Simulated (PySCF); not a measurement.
## Frontier orbitals and the lowest excitations

Species: disilanol, H6OSi2.
Z-matrix (Å and degrees, PBE0-D3(BJ)/def2-SVP geometry), rows numbered from 1:
```
O 
Si  1  1.6722
Si  2  2.3514  1  111.45
H   1  0.9614  2  116.49  3   -58.03
H   2  1.4899  1  105.93  3  -120.11
H   2  1.5003  1  111.89  3   121.76
H   3  1.4982  2  110.05  1    58.46
H   3  1.4956  2  111.03  1   -61.19
H   3  1.4971  2  110.41  1   177.94
```

Level of theory: PySCF 2.14.0, density-fitted response routines, TDDFT CAM-B3LYP/def2-SVPD, vertical, gas phase, core orbitals frozen in the response.

Frontier orbitals with the atoms that hold most of them (Löwdin shares over 4%, at most four atoms; ? is withheld):

```csv
orbital,ε (eV),atoms
LUMO+2,1.35,"Si2 28%, Si3 26%, H6 12%, H8 10%"
LUMO+1,1.14,"Si3 46%, Si2 16%, H7 10%, H8 9%"
LUMO,?,"Si2 28%, O1 23%, Si3 17%, H4 11%"
HOMO,-9.22,?
HOMO-1,-10.59,?
HOMO-2,-11.25,"Si3 41%, H9 28%, H8 14%, H7 7%"
HOMO-3,-11.31,"Si3 37%, H7 23%, H8 18%, O1 12%"
```

(1) Give the leading atoms of the HOMO.

(2) Give the leading atoms of the HOMO-1.

(3) What is the LUMO energy, and the HOMO–LUMO gap?

## Answers

(1) Si3 (bonded to Si and 3 H) 30%; Si2 (bonded to O, Si and 2 H) 27%; O1 (bonded to Si and H) 19%; H6 (bonded to Si) 8%. By element: silicon 57%, oxygen 19%, hydrogen 8% or more.

(2) Si2 (bonded to O, Si and 2 H) 28%; O1 (bonded to Si and H) 23%; H5 (bonded to Si) 17%; H6 (bonded to Si) 16%. By element: hydrogen 33% or more, silicon 28% or more, oxygen 23%.

(3) ε(LUMO) = 0.38 eV; the gap is 9.60 eV (0.3529 hartree).

Question: How does S1 compare with the orbital gap of 9.60 eV?

Answer: S1 is at 6.16 eV (f = 0.0089), 3.45 eV below the gap, made of HOMO→LUMO (93%). 

Question: One configuration dominates each of S1 and S4. Which, and how do the shares of the two leading atoms of either orbital change from the occupied to the empty one?

Answer: 
- S1 (6.16 eV, f 0.0089), HOMO→LUMO (93%): Si3 30% → 17%, Si2 27% → 28%, O1 19% → 23%
- S4 (7.47 eV, f 0.010), HOMO-1→LUMO (84%): Si2 28% → 28%, O1 23% → 23%

One conformer stands for the species.
